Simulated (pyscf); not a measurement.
Single points on ωB97X-D3(BJ)/def2-SVP structures (PySCF, gas phase).

Question: For the elementary gas-phase step H₂N–SiH₂–NH–SiH₂–NH₂ + borane (BH₃) → H₂B–NH–SiH₂–NH–SiH₂–NH₂ + hydrogen (H₂) (singlet surface; H–N, B–H broken, B–N, H–H formed), what barrier and reaction energy does ωB97X-D3(BJ)/def2-TZVP give, measured from the separated reactants?

Answer: ΔE‡ = 0.18 eV, ΔE = -1.34 eV. ωB97M-D3(BJ)/def2-TZVP gives 0.17 eV and -1.34 eV. Zero-point energy shifts the barrier by +0.07 eV. It is a four-centre exchange, with an imaginary mode of 1372i cm⁻¹. On the reactant side the descent ends in an adduct with a B–N contact, 1.40 eV under the separated species and 1.58 eV under the saddle at ωB97X-D3(BJ)/def2-TZVP. What is counted as formed (B–N) is already present as a longer contact in the reactant adduct; forming that adduct is a step of its own. At the saddle there is also a short B–H contact that neither side keeps. This is the saddle that the search found; another between the same sides may lie lower.
